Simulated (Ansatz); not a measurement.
Predict the output of the script below (Ansatz's Python interface).

The script, `basis_ch3alcl.py`:
```python
# -*- coding: utf-8 -*-
'''Basis-set convergence for CH3AlCl.'''

import ansatz as az

geometry_ang = [
    ('C', (-0.4355, 0.4272, -0.2842)),
    ('Al', (0.1216, -1.3437, 0.2578)),
    ('Cl', (2.0702, -1.5925, 1.199)),
    ('H', (0.3731, 1.2277, -0.0488)),
    ('H', (-1.4198, 0.7195, 0.2213)),
    ('H', (-0.6674, 0.4977, -1.3914)),
]
geometry = az.Crystal.molecule()
for symbol, xyz in geometry_ang:
    geometry = geometry.atom(symbol, xyz)

base = (
    geometry.calculation()
    .functional('PBE0')
    .spin('collinear', total=1)
)

energies = {}
for basis in ['STO-3G', '6-31G', '6-31G*', 'def2-SVP', 'def2-SVPD', 'def2-TZVP', 'def2-TZVPP']:
    report = base.basis(gaussian=basis).run().report
    size = report['n_frozen'] + report['n_occupied'][0] + report['n_virtual'][0]
    energies[basis] = (report['reference_energy_ev'] / 27.211386246, report['free_energy_ev'] / 27.211386246)
    print(f'{basis:14s} {size:4d} orbitals  reference {energies[basis][0]:14.6f} Ha  total {energies[basis][1]:14.6f} Ha')

last = energies['def2-TZVPP'][1]
for basis, (_, total) in energies.items():
    print(f'{basis:14s} lies {27.211386 * (total - last):9.4f} eV above def2-TZVPP')
```

```console
$ python basis_ch3alcl.py
STO-3G           26 orbitals  reference    -733.870433 Ha  total    -733.870433 Ha
6-31G            41 orbitals  reference    -742.183230 Ha  total    -742.183230 Ha
6-31G*           59 orbitals  reference    -742.221470 Ha  total    -742.221470 Ha
def2-SVP         65 orbitals  reference    -742.003976 Ha  total    -742.003976 Ha
def2-SVPD        95 orbitals  reference    -742.015876 Ha  total    -742.015876 Ha
def2-TZVP       123 orbitals  reference    -742.290752 Ha  total    -742.290752 Ha
def2-TZVPP      157 orbitals  reference    -742.291913 Ha  total    -742.291913 Ha
STO-3G         lies  229.1602 eV above def2-TZVPP
6-31G          lies    2.9574 eV above def2-TZVPP
6-31G*         lies    1.9168 eV above def2-TZVPP
def2-SVP       lies    7.8352 eV above def2-TZVPP
def2-SVPD      lies    7.5113 eV above def2-TZVPP
def2-TZVP      lies    0.0316 eV above def2-TZVPP
def2-TZVPP     lies    0.0000 eV above def2-TZVPP
```

Against STO-3G: 6-31G -8312.8 mHa, 6-31G* -8351.0 mHa, def2-SVP -8133.5 mHa, def2-SVPD -8145.4 mHa, def2-TZVP -8420.3 mHa and def2-TZVPP -8421.5 mHa. The last step alone is -1.16 mHa (these two sets differ little on atoms other than hydrogen). From the first set to the last the time grows from 0.8 to 6.0 s.

Reading the output:
- The settings weren't tested for convergence.
- The geometry is a force-field or estimated start, not a minimum of this method, and the last set is no limit. Much of the fall in a total is atomic energy, which cancels in bond and reaction energies.
- The species is open-shell (spin multiplicity 2).
- Totals across families of basis sets mostly measure their core functions.
- Wall time of the script: 22 s on 1 thread of Arm Neoverse V2 (shared host), peak memory 0.4 GiB.
